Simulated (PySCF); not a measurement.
How methods differ on the ionisation energy of Be

Be [He] 2s2 (1S) → Be⁺ [He] 2s1 (2S), as a difference of total energies. Calculation: PySCF 2.14, in aug-cc-pVDZ; no relativity, point nucleus. Correlated levels: valence: 1s2 frozen. The calculations carry no spin-orbit coupling.

Order these methods by the ionisation energy they give, lowest first.
A. SCS-MP2 (valence)
B. CCSD (valence)
C. UHF
D. PBE0

C (8.075 eV), A (8.916 eV), D (9.012 eV), B (9.286 eV).

Errors of the correlated levels include the incompleteness of this basis and the frozen core.

With two correlated electrons CCSD is exact in that space.

For comparison: 9.323 eV (measured; NIST Atomic Spectra Database, ionization energies).
